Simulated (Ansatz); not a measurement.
How far each method lies from full CI for SiAs⁺, triplet

Geometry: a point of a stretch scan, not a stationary point.

```yaml
atoms:
  - { symbol: Si, position_ang: [0.0000, 0.0000, 0.0000] }
  - { symbol: As, position_ang: [0.0000, 0.0000, 2.0520] }
```

Basis cc-pVDZ; Ansatz 0.2.0. Correlated methods freeze the noble-gas cores and the filled d shells of p-block atoms, which leaves 8 electrons in 26 orbitals. R marks a restricted (for open shells ROHF) determinant. Active spaces: valence = (8e, 8o) chosen from the atoms' valence shells. No spin–orbit coupling is included, and no scalar relativity.

Full CI is exact within this basis and frozen core; it isn't the basis-set limit.

Coupled cluster chose its determinant by a search with trial CCSD, here up to 0.48 eV above the lowest Hartree–Fock solution of its kind, and MP2 stands on that determinant too.

```
UHF ⟨S²⟩                            : 2.100
⟨S²⟩ of the determinant under UCCSD : 2.219
T1 diagnostic (RCCSD)               : 0.0287
largest doubles amplitude (RCCSD)   : 0.124
```

From what is known of these methods and the diagnostics, rank them by the size of their error in total energy against full CI in cc-pVDZ, smallest first (an estimate: the text doesn't fix the numbers).
A. NEVPT2 (valence space)
B. MRCISD+Q (valence space)
C. BCCD(T)
D. RCCSD
E. RMP2

B (0.43 mEh), C (2.49 mEh), D (11.93 mEh), A (23.17 mEh), E (34.87 mEh).

All errors are against full CI in cc-pVDZ. Below it: MRCISD+Q (valence space). Within each family the higher level lies nearer, as is usual though not guaranteed.

The full-CI state has the irrep B2 of C2v, in the program's axes (one component, if the state is degenerate).

Natural occupations of full CI about the gap: 1.960 1.894 1.875 1.005 0.969 0.107 0.060 0.032 0.014 0.014; effectively unpaired electrons, Σ n²(2−n)², 2.16.
